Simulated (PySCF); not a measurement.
Compound: P4.
Geometry (GFN2-xTB, Å), atoms numbered from 1 in this order:
```xyz
4
P4 angstrom
P      1.2231   -0.1737   -0.5246
P     -0.4664    1.2020   -0.3631
P     -0.8169   -0.9519   -0.4635
P      0.0704   -0.0716    1.3284
```

Method used: B3LYP/def2-SVPD in PySCF (dipole) on a GFN2-xTB geometry, gas phase.

Masses are those of the commonest isotopes; rigid-rotor values at the optimised geometry. 

Task: What are A, B and C (MHz)?

Result: Ia = 147.79, Ib = 147.83, Ic = 147.84 u·Å²; 505379 MHz·u·Å²/I gives A = 3420, B = 3419, C = 3418 MHz.

Task: Classify the top.

Result: A spherical top, as the point group Td requires three equal moments; the computed ones differ by 0.04 % because the geometry is symmetric only within the optimiser's tolerance.

The point group Td allows no dipole (computed: 0.00 D), so a rigid rotor has no electric-dipole lines.

Task: Estimate the classical rotational partition function at 10 K, 50 K and 200 K.

Result: Point group Td, symmetry number σ = 12; q = (√π/σ)·√((kT/h)³/(ABC)), k/h = 20836.6 MHz/K: 70.3 at 10 K, 786 at 50 K, 6290 at 200 K.

Whether it is a minimum is left open (no frequencies). These are rigid-rotor constants of the computed structure; measured ground-state constants (B0) also hold zero-point vibration.
